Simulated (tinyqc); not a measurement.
Geometry optimisation on the UHF/sto-3g surface (energies and gradients from PySCF), for BH, spin multiplicity 3, step by step. One step of it, computed by the program tinyqc.

Problem. Step 2: move. Quasi-Newton step p = -H^(-1) g (the inverse Hessian comes from BFGS updates; coordinates in the order x, y, z of each atom); steps longer than 0.5 bohr are cut back.

positions after step 1 (bohr):
```
           x         y          z
1B  0.000000  0.000000  -0.033632
2H  0.000000  0.000000   2.203037
```

gradient (hartree/bohr):
```
             x           y            z
1B  0.00000000  0.00000000  -0.01850196
2H  0.00000000  0.00000000   0.01850196
```

inverse Hessian in use (bohr^2/hartree):
```
          1         2         3         4         5         6
1  6.666667  0.000000  0.000000  0.000000  0.000000  0.000000
2  0.000000  6.666667  0.000000  0.000000  0.000000  0.000000
3  0.000000  0.000000  4.047479  0.000000  0.000000  2.619188
4  0.000000  0.000000  0.000000  6.666667  0.000000  0.000000
5  0.000000  0.000000  0.000000  0.000000  6.666667  0.000000
6  0.000000  0.000000  2.619188  0.000000  0.000000  4.047479
```

Give: positions after step 2.

Solution.

positions after step 2 (bohr):
```
         x       y        z
1B  0.0000  0.0000  -0.0072
2H  0.0000  0.0000   2.1766
```
